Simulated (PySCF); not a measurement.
Compound: C6H12.
SMILES with atom numbers: `[CH3:1]/[CH:2]=[CH:3]\[CH:4]([CH3:5])[CH3:6]` (hydrogens: H7, H8, H9 on C1; H10 on C2; H11 on C3; H12 on C4; H13, H14, H15 on C5; H16, H17, H18 on C6)

Geometry (GFN2-xTB, Å), atoms numbered from 1 in this order:
```xyz
18
C6H12 angstrom
C      2.4645    0.0707   -0.4993
C      1.6269    0.4202    0.6872
C      0.3119    0.3301    0.8112
C     -0.6834   -0.1456   -0.2059
C     -1.6707    0.9800   -0.5234
C     -1.4302   -1.3660    0.3369
H      3.0179    0.9495   -0.8308
H      3.1937   -0.6914   -0.2234
H      1.8730   -0.3002   -1.3303
H      2.1990    0.7892    1.5305
H     -0.1388    0.6286    1.7502
H     -0.1743   -0.4321   -1.1296
H     -1.1457    1.8497   -0.9129
H     -2.2078    1.2763    0.3755
H     -2.3958    0.6521   -1.2656
H     -2.1549   -1.7239   -0.3915
H     -1.9595   -1.1085    1.2520
H     -0.7343   -2.1722    0.5575
```

The closed-shell SCF was solved with PySCF and density fitting under several settings on one GFN2-xTB geometry (grid level 2 and gas phase unless stated).

```
                                     settings  basis functions  SCF cycles     E (Eh)  HOMO (eV)  LUMO (eV)  dipole (D)
                                WP04/pcSseg-1              162          14  -242.1245      -8.00      -1.24        0.29
PBE0/pcSseg-1, fitting basis def2-qzvpp-jkfit              162           9  -235.5205      -6.96       0.84        0.32
```

Estimate the rows for these settings: (1) PW91/STO-3G; (2) B97-2/pcSseg-1, grid level 4.

```tsv
settings	basis functions	SCF cycles	E (Eh)	HOMO (eV)	LUMO (eV)	dipole (D)
PW91/STO-3G	42	12	-232.8958	-4.02	2.65	0.20
B97-2/pcSseg-1, grid level 4	162	12	-235.7335	-6.70	0.79	0.32
```

Over all rows, what range does the HOMO–LUMO gap span?

From 6.67 eV (PW91/STO-3G) to 7.80 eV (PBE0/pcSseg-1, fitting basis def2-qzvpp-jkfit). The functional of the narrowest has no exact exchange, that of the widest 25 % exact exchange.

And the dipole moment?

From 0.20 D to 0.32 D; the largest is 1.60 times the smallest, and the median is 0.30 D.

Whole jobs, the steps after the SCF included, on one thread of an Intel Xeon Platinum 8488C, no GPU (shared host):

```json
{"settings": "WP04/pcSseg-1", "work after the SCF": "shieldings, density and orbital grids written", "wall time": "23 s", "peak memory": "0.73 GiB"}
{"settings": "PBE0/pcSseg-1, fitting basis def2-qzvpp-jkfit", "work after the SCF": "spin–spin couplings from 18 perturbed nuclei, spin–dipole term left out", "wall time": "23 s", "peak memory": "0.75 GiB"}
{"settings": "PW91/STO-3G", "work after the SCF": "spin–spin couplings from 18 perturbed nuclei, spin–dipole term left out", "wall time": "6.8 s", "peak memory": "0.35 GiB"}
{"settings": "B97-2/pcSseg-1, grid level 4", "work after the SCF": "shieldings", "wall time": "35 s", "peak memory": "0.80 GiB"}
```

Cycle counts include a coarse-grid stage where the run had one. WP04 was designed for NMR shieldings or shifts; total energies of different functionals aren't comparable.

One conformer stands for the species.
